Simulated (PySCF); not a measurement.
# AlH2⁻, triplet: the ladder up to RCCSDT

Geometry: that of the AlH2⁻, singlet, kept fixed.

```json
{"atom": "Al", "x (Å)": "0.0000", "y (Å)": "-0.0810", "z (Å)": "0.0000"}
{"atom": "H", "x (Å)": "0.0000", "y (Å)": "1.0848", "z (Å)": "-1.2329"}
{"atom": "H", "x (Å)": "0.0000", "y (Å)": "1.0848", "z (Å)": "1.2329"}
```

Basis 6-31++G** (Cartesian d functions); PySCF 2.14.0. Only valence electrons are correlated (noble-gas cores frozen), which leaves 6 electrons in 30 orbitals. Prefix R: restricted or restricted open-shell reference; prefix U: unrestricted.

Full CI isn't at hand for all of this; RCCSDT serves as the reference. It lacks quadruple excitations. The frozen core follows each run's orbitals, which can shift R against U totals by a few meV.

* UHF ⟨S²⟩: 2.003
* T1 diagnostic (ROHF- or RHF-based CCSD): 0.0210
* largest doubles amplitude (ROHF- or RHF-based CCSD): 0.041
* T1 diagnostic (UCCSD): 0.0179

| level | E − E(RCCSDT) (meV) | share of correlation (%) | wall time |
| --- | --- | --- | --- |
| RHF | 2163 | 0.00 | – |
| UHF | 2140 | 1.04 | – |
| RMP2 | 553 | 74.45 | – |
| UMP2 | 550 | 74.56 | – |
| RCCSD | 61 | 97.20 | – |
| UCCSD | 60 | 97.22 | – |
| RCCSD(T) | 16 | 99.27 | 0.65 s |
| UCCSD(T) | 15 | 99.28 | 0.55 s |
| UCCSDT | 0 | 100.02 | 13 s |

The correlation energy at RCCSDT, counted from RHF, is -2.163 eV. That run took 13 s on 1 thread of Arm Neoverse V2, shared host.

Times are those of the correlated step on a shared host, with one SCF added for the restricted CCSD run; they ran on 1 thread of Arm Neoverse V2.
